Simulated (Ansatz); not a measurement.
Run this with Ansatz 0.2.0, Python API and show what comes out.

The script, `c3h4o.py`:
```python
"""Relax the C3H4O molecule."""

import itertools

import ansatz as az
from ase.data import atomic_numbers, covalent_radii
import numpy as np

config = {
    "basis_set": "cc-pVDZ",
    "functional": "cam_b3lyp",
}

GEOMETRY = """
O    -1.74580    0.46980    0.82610
C    -0.74130    0.20380    0.32980
C     0.52020    0.66000   -0.00060
C     0.06070   -0.82190   -0.27770
H     0.64930    1.33370   -0.83550
H     1.24330    0.81230    0.83020
H    -0.25110   -1.09270   -1.28350
H     0.35690   -1.62220    0.35540
"""

system = az.Crystal.molecule()
for line in GEOMETRY.strip().splitlines():
    symbol, *xyz = line.split()
    system = system.atom(symbol, [float(v) for v in xyz])

calculation = (
    system.calculation()
    .basis(gaussian=config["basis_set"])
    .functional(config["functional"])
    .accuracy("medium")
)
symbols = [site.symbol for site in system.cartesian_sites]
start = np.array([site.position_ang for site in system.cartesian_sites], dtype=float)
def progress(event):
    if event["event"] == "relax_step":
        row = event["data"]
        print(f"step {row['step']:3d}  E = {row['lagrangian_ev']:.6f} eV  largest force component {row['allowed_force_max_ev_ang']:.4f} eV/A")


summary = calculation.relax(force_tolerance=0.02).session().plan().execute(on_event=progress).report
end = np.array(summary["positions_ang"])

for key in ("converged", "free_energy_ev", "reference_energy_ev", "n_frozen", "n_occupied", "n_virtual"):
    print(f"{key:22s} {summary[key]}")

# pairs closer than 1.2 times the sum of covalent radii, before or after
radius = [covalent_radii[atomic_numbers[s]] for s in symbols]
span = lambda where, i, j: np.linalg.norm(where[i] - where[j])
bonded = [(i, j) for i, j in itertools.combinations(range(len(symbols)), 2) if min(span(start, i, j), span(end, i, j)) < 1.2 * (radius[i] + radius[j])]
print("pair        before    after (A)")
for i, j in bonded:
    print(f"{symbols[i]}{i}-{symbols[j]}{j}".ljust(10), f"{span(start, i, j):8.4f} {span(end, i, j):8.4f}")
with open("c3h4o_opt.xyz", "w") as handle:
    handle.write(f"{len(symbols)}\nrelaxed C3H4O\n")
    handle.writelines(f"{s:2s} {x:11.6f} {y:11.6f} {z:11.6f}\n" for s, (x, y, z) in zip(symbols, end))
```

```console
$ python c3h4o.py
step   1  E = -5218.641773 eV  largest force component 4.6905 eV/A
step   2  E = -5218.975204 eV  largest force component 1.3295 eV/A
step   3  E = -5219.004334 eV  largest force component 0.3702 eV/A
step   4  E = -5219.006890 eV  largest force component 0.1275 eV/A
step   5  E = -5219.007902 eV  largest force component 0.0144 eV/A
converged              True
free_energy_ev         -5219.007994482479
reference_energy_ev    -5219.007994482479
n_frozen               0
n_occupied             [15, 15]
n_virtual              [61, 61]
pair        before    after (A)
O0-C1        1.1516   1.1958
C1-C2        1.3815   1.4704
C1-C3        1.4368   1.4704
C2-C3        1.5761   1.5656
C2-H4        1.0806   1.0932
C2-H5        1.1119   1.0931
C3-H6        1.0873   1.0932
C3-H7        1.0626   1.0931
```

`c3h4o_opt.xyz`, as written:
```text
8
relaxed C3H4O
O    -1.865553    0.504509    0.861871
C    -0.812138    0.217435    0.374117
C     0.545475    0.643673    0.003515
C     0.023522   -0.806809   -0.269849
H     0.670152    1.306197   -0.857068
H     1.289216    0.773293    0.794067
H    -0.187932   -1.080672   -1.306847
H     0.429457   -1.614826    0.344394
```

What to keep in mind:
- The settings weren't tested for convergence.
- The end point is the stationary point reached from this start; no frequency run checks that it is a minimum, and the basis set is modest.
- Wall time of the script: 16 s on 1 thread of Intel(R) Xeon(R) Platinum 8375C CPU @ 2.90GHz (Ice Lake), with other jobs on the host, peak memory 0.23 GiB.

(Lines on the test bed's own set-up are left out of the output.)
